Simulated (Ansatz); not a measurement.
Structure relaxation of Ca

Theory: DFT r2SCAN, scalar-relativistic, plane waves, PAW in Ansatz. Cutoff 500 eV, Γ-centred k mesh, Gaussian smearing, no spin polarisation in the final step.

Ca was placed on the simple hexagonal structure type (P6/mmm, No. 191), at a guessed volume.

```
Ca
1.0
     3.79054    0.00000    0.00000
    -1.89527    3.28270    0.00000
     0.00000    0.00000    3.54178
Ca
1
Direct
  0.00000 0.00000 0.00000
```

Cell and atoms relax at zero pressure; the relaxation can't lower the symmetry of the start.

Energies count from the standard state of Ca at the same level.

**Question.** Describe the relaxed structure.

**Answer.** It keeps P6/mmm (No. 191). The result has the simple hexagonal structure. Conventional cell: a = 3.770 Å, c = 3.488 Å. Around Ca lie 2 Ca at 3.49 Å and 6 Ca at 3.77 Å.

```
Ca
1.0
     3.77019    0.00000    0.00000
    -1.88510    3.26508    0.00000
     0.00000    0.00000    3.48782
Ca
1
Direct
  0.00000 0.00000 0.00000
```

**Question.** What are its volume, energy, density and gap?

**Answer.** The volume per atom is 42.94 Å³ and the density is 1.55 g/cm³. The energy over the standard structure is 0.23 eV/atom and the gap on the 18×18×16 mesh is 0 eV (a metal).

The final run used a 18×18×16 mesh on its 1-atom cell and 0.10 eV smearing. The k mesh leaves about 4 meV/atom of noise in metals. A structure relaxed within its symmetry needn't be a true minimum.